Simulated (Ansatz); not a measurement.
Program: Ansatz 0.2.0.

A structure relaxed at PBE0-D4/def2-TZVP, charge 0, multiplicity 1:

Cartesian coordinates in Å:
```
C -0.372 0.446 -0.426
B 0.415 -0.442 0.569
Cl 1.161 -1.944 0.068
H -0.395 0.078 -1.452
H 0.043 1.461 -0.416
H -1.402 0.559 -0.064
H 0.550 -0.157 1.720
```

Task: Give its formula and SMILES.

Result: CH4BCl, `CBCl`.

Task: Point group (tolerance 0.08 Å, 0.16 Å for H)?

Result: Cs.

Task: Summarise the bond lengths by kind.

Result: 1 × B–C 1.548 Å; 3 × C–H 1.090 to 1.097 Å; 1 × B–Cl 1.750 Å; 1 × B–H 1.194 Å.
